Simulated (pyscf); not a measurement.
PySCF, gas phase, ωB97X-D3(BJ)/def2-SVP geometries. MP2 and CC: frozen core, UHF for open shells. ΔMP2 is the change of the MP2 total energy from the triple- to the quadruple-zeta basis.

For `[F][Sn][F]` [singlet] + `[NH3]` -> `[NH2][SnH]([F])[F]`, an insertion (singlet surface; H–N broken, N–Sn, H–Sn formed), PBE/def2-TZVP gives ΔE‡ = 52.2 kcal/mol and ΔE = +17.0 kcal/mol (zero: the separated reactants). In which direction and how far do PBE0-D3(BJ)/def2-TZVP, M06-2X/def2-TZVP, CCSD(T)/def2-TZVPP + ΔMP2(QZVPP) move these?

PBE0-D3(BJ): ΔE‡ = 55.6 kcal/mol, ΔE = +12.0 kcal/mol; M06-2X: ΔE‡ = 56.8 kcal/mol, ΔE = +7.9 kcal/mol; CCSD(T): ΔE‡ = 58.2 kcal/mol, ΔE = +11.5 kcal/mol. PBE's barrier lies under all of them, by 3.4 to 6.0 kcal/mol. Its reaction energy lies over all of them, by 5.0 to 9.2 kcal/mol. Low barriers are usual for a GGA, whose delocalisation error favours stretched bonds. On the reactant side the descent ends in an adduct with a N–Sn contact, 24.9 kcal/mol under the separated species and 83.5 kcal/mol under the saddle at ωB97X-D3(BJ)/def2-TZVP. What is counted as formed (N–Sn) is already present as a longer contact in the reactant adduct; forming that adduct is a step of its own. This is the saddle that the search found; another between the same sides may lie lower. The CCSD(T) − MP2 part came from Ansatz, without density fitting, on the same reference. The frozen core leaves the outer d or s,p core shells of the metals and heavy elements correlated in the MP2 and CC values, and def2-TZVPP describes them poorly, which can shift differences by a few kcal/mol. Elements past Kr carry the def2 core potentials, without spin-orbit coupling.
